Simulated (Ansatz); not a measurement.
We consider diamond, described by HSE06-D3(BJ) (Ansatz, a first-principles code, PAW).

Run with plane-wave cutoff 460 eV, 12×12×12 k mesh, Fermi–Dirac smearing 0.01 eV, scalar-relativistic PAW data made under PBE.

Cell (relaxed at this level):

```
C
1.0
    0.00000     1.76634     1.76634
    1.76634     0.00000     1.76634
    1.76634     1.76634     0.00000
C
2
Direct
  0.00000   0.00000   0.00000
  0.25000   0.25000   0.25000
```

Task: Give the computed smallest direct gap on the k points sampled, pressure derivative B′ of the bulk modulus, bulk modulus and width of the whole s-p valence band.

Result: 
smallest direct gap on the k points sampled: 7.07 eV
pressure derivative B′ of the bulk modulus: 3.5
bulk modulus: 478 GPa
width of the whole s-p valence band: 23.94 eV

Measured, for comparison: bulk modulus 455 GPa (0 K value with the zero-point phonon effect removed; as tabulated in Mejia-Rodriguez and Trickey (2018), arXiv:1807.09216). Computed (rounded) less measured: bulk modulus +5 %.
